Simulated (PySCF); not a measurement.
# PO2 (phosphorus dioxide) at 3 levels

Aim: a comparison of 3 runs (U-r2SCAN/STO-6G, UMP2/STO-6G, FCI/STO-6G) of PO2 (phosphorus dioxide). 

Program for the calculation: PySCF 2.14.0.

21 further runs of the same task are left out: 8 that didn't finish, 13 set aside as unsound or not needed.

### 1 The system as given

PO2: 3 atoms, total charge 0, spin state doublet. As SMILES, `[O]P=O`. The P2–O3 distance was set to 3.221 Å, away from the relaxed value. At this shape a bond of the SMILES string is far longer than usual.

Bond lengths: O1–P2 1.464 Å.

### 2 A single-point energy at U-r2SCAN/STO-6G (run 1)

calc.py reads:

```python
from pyscf import gto, dft

molecule = gto.M(
    atom='''
O     -0.452975     5.447670     0.358594
P     -1.843152     3.275846    -0.642582
O      0.136495    -2.462956    -0.199442
''',
    basis='sto-6g',
    verbose=4,
    unit='bohr',
    max_memory=1860,
    spin=1,
)

mf = dft.UKS(molecule)
mf.xc = 'r2scan'
mf.conv_tol = 1e-10
mf.grids.level = 5
mf.kernel()
if not mf.converged:
    mf = mf.newton().run(mf.mo_coeff, mf.mo_occ)

e_tot = mf.e_tot
print('E(%s) = %.9f' % ('R2SCAN', e_tot))
```

On the command line:

```console
$ OMP_NUM_THREADS=1 python calc.py
```

Output:

```text
PySCF version 2.14.0

[INPUT] num. atoms = 3
[INPUT] num. electrons = 31
[INPUT] charge = 0
[INPUT] spin (= nelec alpha-beta = 2S) = 1
[INPUT] symmetry False subgroup None
[INPUT] Mole.unit = bohr
[INPUT] Symbol           X                Y                Z      unit          X                Y                Z       unit  Magmom
[INPUT]  1 O     -0.239704047116   2.882782816613   0.189759772773 AA   -0.452975000000   5.447670000000   0.358594000000 Bohr   0.0
[INPUT]  2 P     -0.975354034662   1.733503049683  -0.340039750547 AA   -1.843152000000   3.275846000000  -0.642582000000 Bohr   0.0
[INPUT]  3 O      0.072230043405  -1.303340186699  -0.105540161300 AA    0.136495000000  -2.462956000000  -0.199442000000 Bohr   0.0

[... 49 lines left out ...]
WARN: HOMO 0.236280265796031 >= LUMO 0.236654719831197
[... 64 lines left out ...]
WARN: HOMO 0.577364588671674 >= LUMO 0.577387733999776
[... 14 lines left out ...]
SCF not converged.
SCF energy = -483.318836547141 after 50 cycles  <S^2> = 0.75000293  2S+1 = 2.0000029
[... 70 lines left out ...]
converged SCF energy = -489.656519472327  <S^2> = 1.6435959  2S+1 = 2.7521598
E(R2SCAN) = -489.656519472
```

Run time: 85 s. Hardware: 1 thread of Arm Neoverse V1, shared host; peak memory 0.42 GiB.

### 3 A single-point energy at UMP2/STO-6G (run 2)

run.py reads:

```python
from pyscf import gto, scf, mp

molecule = gto.M(
    atom='''
O     -0.239704     2.882783     0.189760
P     -0.975354     1.733503    -0.340040
O      0.072230    -1.303340    -0.105540
''',
    max_memory=1860,
    basis='sto-6g',
    verbose=3,
    spin=1,
    charge=0,
)

mf = scf.UHF(molecule)
mf.conv_tol = 1e-10
mf.kernel()
if not mf.converged:
    mf = mf.newton().run(mf.mo_coeff, mf.mo_occ)

pt = mp.MP2(mf, frozen=7).run()
e_tot = pt.e_tot
print(f'total energy: {e_tot:.8f} hartree')
```

On the command line:

```console
$ OMP_NUM_THREADS=1 python run.py
```

Output:

```text
WARN: HOMO -0.0196551523360285 >= LUMO -0.129678135178526

SCF not converged.
SCF energy = -488.219515013012 after 50 cycles  <S^2> = 0.92265232  2S+1 = 2.1657815
converged SCF energy = -488.528467931915  <S^2> = 1.7507229  2S+1 = 2.8289383
E(UMP2) = -488.645336674421  E_corr = -0.116868742506359
E(SCS-UMP2) = -488.639982366669  E_corr = -0.111514434753831
total energy: -488.64533667 hartree
```

It took 1.4 s on 1 thread of Arm Neoverse V1, shared host; peak memory 0.12 GiB.

### 4 The energy at FCI/STO-6G (run 3)

input.py reads:

```python
from pyscf import gto, scf, mcscf

mol = gto.M(
    atom='O -0.239704 2.882783 0.189760; P -0.975354 1.733503 -0.340040; O 0.072230 -1.303340 -0.105540',
    verbose=3,
    max_memory=1860,
    charge=0,
    spin=1,
    basis='sto-6g',
)

mf = scf.ROHF(mol)
mf.conv_tol = 1e-10
mf.kernel()
if not mf.converged:
    mf = mf.newton().run(mf.mo_coeff, mf.mo_occ)

cas = mcscf.CASCI(mf, mf.mo_coeff.shape[-1] - 7, (mol.nelec[0] - 7, mol.nelec[1] - 7))  # full CI above the frozen core
cas.fix_spin_(ss=0.75)
cas.kernel()
e_final = cas.e_tot
print(f'total energy: {e_final:.8f} hartree')
```

On the command line:

```console
$ OMP_NUM_THREADS=1 python input.py
```

Output:

```text
converged SCF energy = -488.384752115739
CASCI E = -488.655458531263  E(CI) = -57.4706493115391  S^2 = 0.7500000
total energy: -488.65545853 hartree
```

Run time: 20 s. Hardware: 1 thread of Arm Neoverse V1, shared host; peak memory 0.14 GiB.

### 5 The series

```csv
run,level,integration grid,frozen core orbitals,energy (Eh),dipole moment (D) of the reference,HOMO energy (eV),LUMO energy (eV),wall time
1,U-r2SCAN/STO-6G,5,–,-489.656519,1.05,-0.35,0.04,85 s
2,UMP2/STO-6G,–,7,-488.645337,1.62,-5.06,6.13,1.4 s
3,FCI/STO-6G,–,7,-488.655459,1.64,–,–,20 s
```

### 6 Results

| quantity | value |
| --- | --- |
| run 3: total energy | -488.65546 Eh |
| run 3: dipole moment (Hartree–Fock density) | 1.64 D |
| run 3: correlation energy (7 core orbitals frozen) | -270.7 mEh |

What this shows: Against full CI in this basis: UMP2 +10.1 mEh. In runs 1, 2, 3 the basis is minimal, so the values are rough. Spin contamination of the reference: run 2 ⟨S²⟩ = 1.75, run 1 ⟨S²⟩ = 1.64. Where it is this large, the reference is a mixture of spin states, and values that rest on it are in doubt. All runs together took 1.8 min, the longest 85 s.
